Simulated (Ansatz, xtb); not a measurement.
## Relative energy of two isomers of CH3BCl

Structure X is `C[B]Cl`, a doublet and structure Y is `[CH2]BCl`, a doublet. Both are isolated molecules in the gas phase, relaxed with PBE0-D3(BJ)/pcseg-1; the shapes shown needn't be the lowest conformers.

X (Å):

```xyz
6

C    -1.4588   -0.7615   -0.5605
B    -0.5269    0.4604   -0.4062
Cl   -0.9911    2.1223   -0.6296
H    -2.2844   -0.6000   -1.2679
H    -0.9171   -1.6771   -0.8235
H    -1.9076   -0.9390    0.4312
```

Y (Å):

```xyz
6

C    -1.0486    0.8240    0.3685
B     0.1101    0.3996   -0.5180
Cl   -0.1336   -0.8647   -1.7232
H    -2.0443    0.3806    0.2993
H     1.2044    0.8792   -0.4499
H    -0.9393    1.6024    1.1264
```

Question: Which of the two would you expect CCSD(T)/def2-TZVP electronic energies to favour?

Answer: Structure Y; the calculation gives E(Y) − E(X) = −7.8 kcal/mol.

How the difference moves with the method:

```
              level             geometry  E(Y) − E(X) (kcal/mol)  departure from the last row (kcal/mol)  job, with rough time for the two
           GFN2-xTB             GFN2-xTB                     −10.8                                    −3.0              optimisation, 0.11 s
          HF/STO-3G             GFN2-xTB                     −15.5                                    −7.7              single point, 0.16 s
 r2SCAN-D4/def2-SVP             GFN2-xTB                      −6.3                                    +1.5               single point, 1.8 s
PBE0-D3(BJ)/pcseg-1  PBE0-D3(BJ)/pcseg-1                      −6.7                                    +1.1                optimisation, 19 s
       HF/def2-TZVP  PBE0-D3(BJ)/pcseg-1                     −11.9                                    −4.1           part of the CCSD(T) run
      MP2/def2-TZVP  PBE0-D3(BJ)/pcseg-1                      −5.9                                    +1.9           part of the CCSD(T) run
  CCSD(T)/def2-TZVP  PBE0-D3(BJ)/pcseg-1                      −7.8                                                        single point, 25 s
```

As drawn, Y has 1 B–H in place of 1 C–H.

The levels shown agree on the order. The largest departure from CCSD(T)/def2-TZVP is that of HF/STO-3G, 7.7 kcal/mol.

With harmonic frequencies from PBE0-D3(BJ)/pcseg-1 (ideal gas, rigid rotor, one conformer each, 1000 K, 1 atm): the zero-point term adds −1.1 kcal/mol; ΔH is −8.6 and ΔG −7.4 kcal/mol.

Open shells are spin-unrestricted. The correlated steps freeze 7 core orbitals. Mirror images aren't counted in ΔG. Programs: Ansatz 0.2.0, xtb 6.7.1; the last row on 1 thread of AMD EPYC 9R45 96-Core Processor (Zen 5) on a shared host.
